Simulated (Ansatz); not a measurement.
Species: hydrazine, N2H4 (charge 0, singlet). SMILES: NN
Geometry from a B3LYP-D3(BJ)/def2-TZVP (Ansatz, a program for electronic structure) optimisation:
```xyz
6

N     -0.0129     0.7139    -0.0827
N      0.0114    -0.7158    -0.0646
H      0.2269     1.1174     0.8176
H     -0.9512     1.0064    -0.3221
H     -0.2103    -1.0959     0.8505
H      0.9449    -1.0146    -0.3149
```

Computed values are from Ansatz. Correlated levels leave the core frozen unless marked. UHF or UKS for open shells. No spin-orbit coupling. No relativistic terms. CBS marks a two-point X^-3 extrapolation of the correlation energy; Hartree-Fock from the larger set. [CCSD(T)-MP2]/basis is that difference in the basis named.

Q: What is the atomisation energy De at CCSD(T)/CBS(def2-TZVPPD,def2-QZVPPD)?

A: 437.4 kcal/mol.

Q: What is the T1 diagnostic at CCSD/def2-QZVPPD?

A: 0.009.

Q: What is the vertical ionisation energy (to the doublet) at RI-MP2/CBS(def2-TZVPPD,def2-QZVPPD)+[CCSD(T)-MP2]/def2-TZVPPD?

A: 10.30 eV.

Q: What is the dipole moment at CCSD(T)/aug-cc-pVDZ?

A: 1.91 D.

Q: What is the total energy at CCSD(T)/CBS(def2-TZVPPD,def2-QZVPPD)?

A: -111.7574 Eh.
